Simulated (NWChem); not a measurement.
Correlation energy of H3Si

```xyz
4

Si    -0.0007     0.0804     0.0000
H      1.4375    -0.3636     0.0000
H     -0.7142    -0.3810     1.2423
H     -0.7142    -0.3810    -1.2423
```
Charge 0, spin multiplicity 2.

All runs are NWChem calculations. The geometry was optimised at UPBE/def2-SVP, a minimum by its harmonic frequencies.

Basis set: def2-TZVP. Each correlation energy counts from its own Hartree-Fock reference.

```csv
method,correlation energy (mHa)
UMP2,-107.2
SCS-UMP2,-117.0
CCSD on UHF,-134.9
CCSD[T] on UHF,-138.2
CCSD(T) on UHF,-138.1
CCSD on ROHF,-136.4
CCSD[T] on ROHF,-139.9
CCSD(T) on ROHF,-139.8
```

The values span 32.7 mHa, from CCSD[T] on ROHF (lowest) to UMP2 (highest). 

The correlated methods keep 5 core orbitals frozen. The structure started from a generated list of species. The unpaired electrons of the parent sit in orbitals of symmetry a' (Cs labels of the run); other states weren't searched. No SCF solution was tested for a lower state. Open-shell Hartree-Fock references start from PBE0 orbitals. Coupled-cluster values serve here as a point of comparison, not as the truth.
